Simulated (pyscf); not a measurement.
## Four-centre exchange: Cl–Zn–Cl + H₂ → HCl + Cl–ZnH

Gas phase, singlet surface, charge 0. Bonds broken: Cl1–Zn2, H4–H5. Bonds formed: Cl1–H4, Zn2–H5. Optimised with ωB97X-D3(BJ)/def2-SVP in PySCF.

Transition state (Å):

```xyz
5

Cl    -1.4959     0.5737     0.1139
Zn     0.8991     0.2773    -0.1216
Cl     2.5159     0.5936     1.1918
H     -0.6696     0.0808    -1.0804
H      0.2831    -0.1924    -1.6167
```

One imaginary mode, 1105i cm⁻¹; descent along it reached the two sides named, in the forms told below.

```json
[
 {"bond": "Cl1–Zn2", "change": "breaks", "reactant side (Å)": "2.103", "saddle": "2.425", "product side": "2.8"},
 {"bond": "H4–H5", "change": "breaks", "reactant side (Å)": "0.763", "saddle": "1.127", "product side": "3.1"},
 {"bond": "Cl1–H4", "change": "forms", "reactant side (Å)": "3.1", "saddle": "1.534", "product side": "1.287"},
 {"bond": "Zn2–H5", "change": "forms", "reactant side (Å)": "2.505", "saddle": "1.684", "product side": "1.537"}
]
```

Electronic energies relative to the separated reactants (kcal/mol):

| level | barrier | reaction energy | reverse barrier |
|---|---|---|---|
| ωB97X-D3(BJ)/def2-TZVP | 36.1 | +25.7 | 10.4 |
| PBE/def2-TZVP | 30.0 | +21.9 | 8.1 |
| r²SCAN/def2-TZVP | 31.4 | +24.2 | 7.2 |
| B3LYP-D3(BJ)/def2-TZVP | 34.7 | +23.5 | 11.2 |
| PBE0-D3(BJ)/def2-TZVP | 31.8 | +23.5 | 8.3 |
| M06-2X/def2-TZVP | 36.3 | +28.2 | 8.1 |
| ωB97M-D3(BJ)/def2-TZVP | 35.6 | +22.6 | 13.0 |
| HF/def2-TZVP | 47.8 | +26.2 | 21.7 |

With ωB97M-D3(BJ)/def2-TZVP energies and thermal terms (ideal gas, 1 atm, RRHO with modes under 100 cm⁻¹ raised to 100, one conformer, R ln 2 for chiral ones without a mode under 150 cm⁻¹), in kcal/mol:

```
T (K)   ΔH‡   ΔG‡     ΔH     ΔG
-----  ----  ----  -----  -----
298    34.8  41.5  +23.0  +21.3
600    33.8  48.8  +22.4  +19.8
900    33.4  56.4  +22.0  +18.7
1200   33.4  64.1  +21.9  +17.6
```

On the product side the descent ends in a complex, 4.7 kcal/mol under the separated species and 15.2 kcal/mol under the saddle at ωB97X-D3(BJ)/def2-TZVP. One saddle was located; it need not be the lowest between these sides. Elements up to Kr have no core potential and no relativistic terms here.
